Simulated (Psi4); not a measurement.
# C3H6F2 (1,3-difluoropropane) at TPSS/cc-pVDZ

Aim: the energy change on altering one bond length of C3H6F2 (1,3-difluoropropane) at TPSS/cc-pVDZ, from 2 runs. 

The calculation is run with Psi4 1.11.

1 further run of the same task is left out (set aside as unsound or not needed).

### 1 The molecule

C3H6F2: 11 atoms, total charge 0, spin state singlet. As SMILES, `FCCCF`. Geometry: relaxed at PBE0-D4/def2-TZVP. This is one conformer, not always the lowest.

Bond lengths: F1–C2 1.383 Å, C2–C3 1.509 Å, C3–C4 1.507 Å, C4–F5 1.386 Å, C2–H6 1.096 Å, C2–H7 1.093 Å, C3–H8 1.093 Å, C3–H9 1.095 Å, C4–H10 1.095 Å, C4–H11 1.093 Å. Some angles: F1–C2–C3 109.8°, C2–C3–C4 112.4°, C3–C4–F5 110.3°, F1–C2–H6 107.7°, F1–C2–H7 107.9°, C3–C2–H6 111.1°, C3–C2–H7 111.3°, C2–C3–H8 109.6°, C2–C3–H9 109.3°, C4–C3–H8 109.6°.

### 2 Energy and forces at TPSS/cc-pVDZ

The input, c3h6f2.xyz:

```xyz
11
C3H6F2
F     -1.964400     1.432700    -0.107100
C     -0.715300     1.000700     0.300600
C     -0.375000    -0.298800    -0.387800
C      0.967500    -0.838200     0.034700
F      1.975600     0.040200    -0.331200
H     -0.744500     0.875300     1.388600
H      0.008000     1.781800     0.054100
H     -0.388200    -0.154300    -1.471600
H     -1.138100    -1.046200    -0.147100
H      1.026200    -0.968100     1.120800
H      1.173400    -1.798000    -0.445900
```

The input, c3h6f2_ase.py:

```python
import numpy as np
from ase.calculators.psi4 import Psi4
from ase.io import read

a = read('c3h6f2.xyz')
calc = Psi4(atoms=a, method='tpss', basis='cc-pVDZ', memory='1600MB', num_threads=1, charge=0, multiplicity=1, label='c3h6f2')
calc.psi4.set_options({'puream': True, 'e_convergence': 1e-09, 'd_convergence': 1e-08, 'scf_type': 'pk', 'dft_radial_points': 99, 'dft_spherical_points': 590})
a.calc = calc

forces = a.get_forces()
print(f'energy: {a.get_potential_energy():.6f} eV')
print('forces / eV A^-1')
print(np.round(forces, 5))
```

Command:

```
$ python c3h6f2_ase.py
```

c3h6f2.dat:

```text
[...]
  Running in c1 symmetry.
[...]
  Nuclear repulsion =  184.503528916065250
[...]
  Multiplicity = 1
[...]
  Nalpha       = 21
  Nbeta        = 21
[...]
    Number of basis functions: 100
[...]
   @RKS iter   1:  -317.36318084472492   -2.06649e-01   7.34299e-03 DIIS/ADIIS
[...]
   @RKS iter  12:  -317.65061019515394   -1.87583e-12   6.57351e-09 DIIS
[...]
    Orbital Energies [Eh]
    ---------------------
    Doubly Occupied:
       1A    -24.402292     2A    -24.395545     3A    -10.076153
       4A    -10.068214     5A    -10.009673     6A     -1.111136
       7A     -1.104756     8A     -0.742625     9A     -0.634613
      10A     -0.560627    11A     -0.465256    12A     -0.456574
      13A     -0.436751    14A     -0.426487    15A     -0.397728
      16A     -0.375321    17A     -0.347359    18A     -0.302479
      19A     -0.287437    20A     -0.279917    21A     -0.270707
[...]
  @RKS Final Energy:  -317.65061019515394
   => Energetics <=
    Nuclear Repulsion Energy =            184.5035289160652496
    One-Electron Energy =                -802.9036301277326402
    Two-Electron Energy =                 340.3244179055731138
    DFT Exchange-Correlation Energy =     -39.5749268890597250
    Empirical Dispersion Energy =           0.0000000000000000
    VV10 Nonlocal Energy =                  0.0000000000000000
    Total Energy =                       -317.6506101951539449
[...]
 Multipole Moments:
 ------------------------------------------------------------------------------------
     Multipole            Electronic (a.u.)      Nuclear  (a.u.)        Total (a.u.)
 ------------------------------------------------------------------------------------
 L = 1.  Multiply by 2.5417464519 to convert [e a0] to [Debye]
 Dipole X            :          0.0893338           -0.0079578            0.0813760
 Dipole Y            :          3.1742465           -3.7858827           -0.6116362
 Dipole Z            :         -1.0011000            1.2759935            0.2748935
 Magnitude           :                                                    0.6754904
[...]
  -Total Gradient:
     Atom            X                  Y                   Z
    ------   -----------------  -----------------  -----------------
       1        0.014544977987    -0.004744319516     0.004952025993
       2       -0.003886002266     0.000206974093    -0.001612639248
       3        0.000015699080     0.000696246539    -0.000725221061
       4        0.003070933797     0.005046829397    -0.001028030469
       5       -0.011259547944    -0.011083782051     0.004259072600
       6       -0.000786768240     0.001123298037    -0.008403184951
       7       -0.006753246871    -0.004963445339     0.001469703763
       8        0.000123667256    -0.001059196162     0.007752591637
       9        0.005872513425     0.005027330902    -0.001532000403
      10        0.000234025077     0.001745139977    -0.008370491531
      11       -0.001150381845     0.007993488694     0.003245229289
[...]
```

The script printed:

```text
energy: -8643.713375 eV
forces / eV A^-1
[[-0.74793  0.24396 -0.25464]
 [ 0.19983 -0.01064  0.08293]
 [-0.00081 -0.0358   0.03729]
 [-0.15791 -0.25952  0.05286]
 [ 0.57899  0.56995 -0.21901]
 [ 0.04046 -0.05776  0.43211]
 [ 0.34727  0.25523 -0.07558]
 [-0.00636  0.05447 -0.39865]
 [-0.30198 -0.25852  0.07878]
 [-0.01203 -0.08974  0.43043]
 [ 0.05916 -0.41104 -0.16688]]
```

Wall time 1.8 min (1 thread of Intel Xeon Platinum 8275CL at 3.00GHz (Skylake/Cascade Lake), shared host); peak memory 0.86 GiB.

### 3 The distorted shape, same level

The input, c3h6f2.py:

```python
import psi4

psi4.set_memory(1600000000)
psi4.set_num_threads(1)
psi4.set_output_file('output.dat', False)

molecule = psi4.geometry("""
F     -3.80865986     3.07584296    -0.00721497
C     -1.44820295     2.25948128     0.76322637
C     -0.70864730    -0.56465017    -0.73283579
C      1.82831003    -1.58396844     0.06557350
F      3.73334293     0.07596699    -0.62587729
H     -1.50338296     2.02250962     2.81924839
H     -0.08136405     3.73554635     0.29740888
H     -0.73359168    -0.29158474    -2.78092096
H     -2.15069730    -1.97703147    -0.27797871
H      1.93923695    -1.82944386     2.11800504
H      2.21740463    -3.39772757    -0.84262888
units bohr
symmetry c1
no_reorient
no_com
""")

options = {'basis': 'cc-pVDZ', 'puream': True, 'e_convergence': 1e-09, 'd_convergence': 1e-08, 'scf_type': 'pk', 'dft_radial_points': 99, 'dft_spherical_points': 590}
psi4.set_options(options)

result, w = psi4.gradient("tpss", return_wfn=True)
psi4.oeprop(w, "MULLIKEN_CHARGES", "LOWDIN_CHARGES", "MAYER_INDICES")
print('gradient / Eh bohr^-1')
print(result.np.round(6))
print(f'energy = {w.energy():.10f} Eh')
```

Command:

```
$ python c3h6f2.py
```

output.dat, cut to the lines that bear on the results:

```text
[...]
  Running in c1 symmetry.
[...]
  Nuclear repulsion =  178.981983741679386
[...]
  Multiplicity = 1
[...]
  Nalpha       = 21
  Nbeta        = 21
[...]
    Number of basis functions: 100
[...]
   @RKS iter   1:  -317.38108381824065   -4.22812e-01   6.88070e-03 DIIS/ADIIS
[...]
   @RKS iter  12:  -317.63576634068937   -1.36424e-12   4.77784e-09 DIIS
[...]
    Orbital Energies [Eh]
    ---------------------
    Doubly Occupied:
       1A    -24.400426     2A    -24.398968     3A    -10.081642
       4A    -10.074533     5A    -10.019987     6A     -1.107847
       7A     -1.106758     8A     -0.719327     9A     -0.627185
      10A     -0.563244    11A     -0.453900    12A     -0.448770
      13A     -0.430813    14A     -0.425316    15A     -0.397627
      16A     -0.373206    17A     -0.351362    18A     -0.297661
      19A     -0.284701    20A     -0.283010    21A     -0.261328
[...]
  @RKS Final Energy:  -317.63576634068937
   => Energetics <=
    Nuclear Repulsion Energy =            178.9819837416793860
    One-Electron Energy =                -791.9711170811506236
    Two-Electron Energy =                 334.8488188281222619
    DFT Exchange-Correlation Energy =     -39.4954518293404107
    Empirical Dispersion Energy =           0.0000000000000000
    VV10 Nonlocal Energy =                  0.0000000000000000
    Total Energy =                       -317.6357663406893721
[...]
 Multipole Moments:
[...]
  -Total Gradient:
     Atom            X                  Y                   Z
    ------   -----------------  -----------------  -----------------
       1        0.006865689301     0.000879383845     0.004386105156
       2       -0.009988247550     0.046984314852     0.026201681183
       3        0.009858992020    -0.046483779087    -0.027616722015
       4        0.005996040889    -0.001857683802    -0.003509708696
       5       -0.011523568484    -0.010668550488     0.004263760621
       6       -0.001386139991     0.006854503136    -0.006174782657
       7       -0.008314946625    -0.000622989039     0.005379494270
       8        0.001389437579    -0.006401102001     0.005857950969
       9        0.007893962988     0.000441914159    -0.004372197446
      10        0.000000217789     0.002229415571    -0.008294418207
      11       -0.000777473416     0.008637719193     0.003869354475
[...]
```

Standard output:

```text
gradient / Eh bohr^-1
[[ 0.006866  0.000879  0.004386]
 [-0.009988  0.046984  0.026202]
 [ 0.009859 -0.046484 -0.027617]
 [ 0.005996 -0.001858 -0.00351 ]
 [-0.011524 -0.010669  0.004264]
 [-0.001386  0.006855 -0.006175]
 [-0.008315 -0.000623  0.005379]
 [ 0.001389 -0.006401  0.005858]
 [ 0.007894  0.000442 -0.004372]
 [ 0.        0.002229 -0.008294]
 [-0.000777  0.008638  0.003869]]
energy = -317.6357663407 Eh
```

It took 1.8 min on 1 thread of Intel Xeon Platinum 8275CL at 3.00GHz (Skylake/Cascade Lake), shared host; peak memory 0.85 GiB.

### 4 Outcome

Level: TPSS/cc-pVDZ.

| quantity | value |
| --- | --- |
| first shape: total energy | -317.65061 Eh |
| first shape: dipole moment | 1.72 D |
| first shape: HOMO energy | -7.37 eV |
| first shape: LUMO energy | 1.23 eV |
| first shape: HOMO–LUMO gap | 8.59 eV |
| first shape: largest force on an atom | 0.841 eV/Å |
| distorted shape: total energy | -317.63577 Eh |
| distorted shape: dipole moment | 1.64 D |
| distorted shape: HOMO energy | -7.11 eV |
| distorted shape: LUMO energy | 1.27 eV |
| distorted shape: HOMO–LUMO gap | 8.38 eV |
| distorted shape: largest force on an atom | 2.826 eV/Å |
| energy change with the C2–C3 bond stretched from 1.509 to 1.736 Å | 0.404 eV |

**Reading.** With the C2–C3 bond stretched from 1.509 to 1.736 Å the energy rises by 0.40 eV (9.3 kcal/mol). The first shape isn't relaxed at this level, so the change isn't measured from a minimum. The largest force (first shape) is 0.84 eV/Å: the shape isn't a stationary point for this species at this level. Mulliken charges (distorted shape) run from -0.24 on F5 to +0.22 on C4; they depend strongly on the basis.
